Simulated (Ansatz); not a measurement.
## C2H4O2, SMILES O=CCO: a rigid scan of one bond angle, step by step

Program: the Ansatz DFT code, driven from Python.

Run as a notebook:

```python
import ansatz as az
from ase import Atoms

BASIS = "def2-SVP"
FUNCTIONAL = "R2SCAN0"
FMAX = 0.02
```

```python
atoms = Atoms(["O", "C", "C", "O", "H", "H", "H", "H"], positions=[
    [-0.6462, -0.2093, -1.6107],
    [0.1697, 0.319, -0.9019],
    [0.2094, 0.0586, 0.5748],
    [-0.7738, -0.7141, 1.0423],
    [0.9671, 0.965, -1.3263],
    [1.174, -0.4546, 0.8058],
    [0.2607, 1.0163, 1.1204],
    [-1.2687, -1.038, 0.2398],
])
```

```python
# relax first, so that the scan starts from a minimum
first = (
    az.Crystal.molecule_from_ase(atoms).calculation()
    .basis(gaussian=BASIS)
    .functional(FUNCTIONAL)
    .scf(lower_state_search="light")
    .relax(force_tolerance=FMAX, max_steps=80)
)
atoms.positions = first.run(threads=1).report["positions_ang"]
```

```python
rows = []
for angle in [85, 95, 105, 115, 125, 140, 160]:
    bent = atoms.copy()
    bent.set_angle(2, 3, 7, angle, indices=[7])
    calc = az.Crystal.molecule_from_ase(bent).calculation()
    calc = calc.basis(gaussian=BASIS).functional(FUNCTIONAL)
    calc = calc.scf(lower_state_search="light")
    rows.append((angle, calc.run(threads=1).report["free_energy_ev"]))
floor = min(e for _, e in rows)
for angle, e in rows:
    print(f"angle C2-O3-H7 = {angle:3d} deg   {1000 * (e - floor):9.1f} meV")
```

    angle C2-O3-H7 =  85 deg       479.0 meV
    angle C2-O3-H7 =  95 deg       116.0 meV
    angle C2-O3-H7 = 105 deg         0.0 meV
    angle C2-O3-H7 = 115 deg        66.1 meV
    angle C2-O3-H7 = 125 deg       260.4 meV
    angle C2-O3-H7 = 140 deg       690.0 meV
    angle C2-O3-H7 = 160 deg      1271.8 meV

Notes:
- The settings weren't tested for convergence.
- The scan is rigid, and the energies are electronic, in a modest basis. The zero is the lowest point of the grid, which needn't be the minimum.
- Wall time of the script: 46 s on 1 thread of Arm Neoverse V2, on a shared host, peak memory 0.23 GiB.
